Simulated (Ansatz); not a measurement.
Input for Ansatz (a program for electronic structure): U-SVWN5/def2-TZVPPD on H (SMILES [H]), 2S+1 = 2. Files ending in .json are basis or fitting sets from the Basis Set Exchange.

Ansatz 0.2 input:
```yaml
crystal:
  periodic: [false, false, false]
  atoms:
    - {symbol: H, position_ang: [0.00000000, 0.00000000, 0.00000000]}
basis:
  gaussian:
    orbitals: def2-TZVPPD.json
hamiltonian:
  xc: {name: SVWN5}
magnetization: {spin_polarized: true, initial_magnetization: 1}
```

Program output:

```
WARN ansatz: RAYON_NUM_THREADS=2 ignored (pool sized by the plan → 2); use --threads N
Functional definition: SVWN5
integrals: 0.00 GiB planned
59 factors; their error is unknown
mean field: 0.04 GiB planned
mean field evaluation 1: about -13.0143 eV, gradient 4.5e-1 eV
mean field evaluation 2: about -13.0166 eV, gradient 5.2e-2 eV
mean field evaluation 4: about -13.0164 eV, gradient 2.9e-4 eV
mean field evaluation 8: about -13.0164 eV, gradient 2.8e-6 eV
mean field -13.01638577 eV, -0.4783433541 hartree, gradient 2.8e-6 eV, S^2 0.750000; 0 other end points of the search recorded, 0 dependent functions left out
reference -13.01640037 eV, -0.4783438909 hartree; 1, 0 occupied and 16, 17 virtual orbitals, 59 factors
Total energy: -13.01640037 eV, -0.4783438909 hartree
```

Self-consistency was reached.

Cost: roughly 0.08 core-seconds.
